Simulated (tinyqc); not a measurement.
The basis set: RHF and MP2 along a ladder of basis sets, for H2O, spin multiplicity 1. Computed by the program tinyqc with PySCF. Command: `OMP_NUM_THREADS=1 python tinyqc.py 112181 112182 out.jsonl`; one thread of a shared host (Intel(R) Xeon(R) Processor @ 2.60GHz), about 2 s.

Geometry (angstrom):

| atom | x | y | z |
|---|---|---|---|
| O | 0.0000 | 0.0000 | 0.0000 |
| H | 0.0000 | 0.6710 | 0.6500 |
| H | 0.0000 | -0.6710 | 0.6500 |

Same geometry throughout; the dipole is taken about the origin.

RHF and frozen-core MP2 in a ladder of bases:

| basis | functions | E(RHF) (hartree) | E(MP2 corr) (hartree) | HOMO (eV) | LUMO (eV) | dipole (debye) |
|---|---|---|---|---|---|---|
| sto-3g | 7 | -74.95380 | -0.03566 | -10.905 | 17.519 | 1.840 |
| 3-21g | 13 | -75.57388 | -0.12014 | -13.268 | 7.228 | 2.611 |
| 6-31g | 13 | -75.97226 | -0.12667 | -13.833 | 5.532 | 2.818 |
| 6-31g** | 24 | -76.01676 | -0.19406 | -13.685 | 5.883 | 2.364 |
| cc-pvdz | 24 | -76.02152 | -0.20159 | -13.582 | 5.042 | 2.212 |
| aug-cc-pvdz | 41 | -76.03565 | -0.21849 | -14.008 | 0.941 | 2.172 |
| cc-pvtz | 58 | -76.05173 | -0.26129 | -13.886 | 3.835 | 2.194 |

From cc-pVDZ to cc-pVTZ the RHF energy falls by 30.2 mhartree and the correlation energy by 59.7. If valence correlation converges as X^-3, (27 E(T) - 8 E(D))/19 gives -0.2864 hartree, a rough estimate from such small X that usually falls short; STO-3G holds about 12 % of it. Beyond STO-3G the LUMO moves by 6.3 eV and the HOMO by 0.7 eV; diffuse functions lower the positive LUMO sharply, since an unbound virtual level tracks the most diffuse function.
